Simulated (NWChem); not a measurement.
formamide (CH₃NO); SMILES C(N)=O

```xyz
6

N     -0.1838     1.0729     0.0000
C      0.3844    -0.1567     0.0000
O     -0.2170    -1.2023     0.0000
H     -1.1937     1.1499     0.0000
H      0.3750     1.9139     0.0000
H      1.5020    -0.1003     0.0000
```
Atoms are numbered in this order, from 1.

All runs: NWChem. Pople sets run with spherical d functions. Coordinates come from a PBE0/def2-SVP optimisation. COSMO at PBE/6-31G*, default radii, gas-phase geometry; f = (ε − 1)/ε scales the surface charges.

| row | f | electrostatic solvation energy (kcal/mol) |
|---|---|---|
| ε = 2.0 | 0.5000 | -4.00 |
| ε = 2.4 | 0.5833 | -4.74 |
| ε = 7.6 | 0.8684 | withheld |
| ε = 37.5 | 0.9733 | -8.60 |
| ε = 78.4 | 0.9872 | -8.75 |

**Question.** Fit a straight line of the last column on the one before it, predict the withheld value, and compare with the run.

**Answer.** 
1. Means of the 4 shown rows: x = 0.76095, y = -6.522. Slope Σ(x − x̄)(y − ȳ)/Σ(x − x̄)² = -1.920/0.1959 = -9.799; intercept 0.934.
2. The shown rows scatter about the line by 0.028 (root mean square); the largest residual is +0.04, at ε = 2.4.
3. At x = 0.8684 (ε = 7.6; inside the shown range) the line gives -7.58.
4. The run gives -7.50, +0.08 from the line, 2.9 times the scatter.
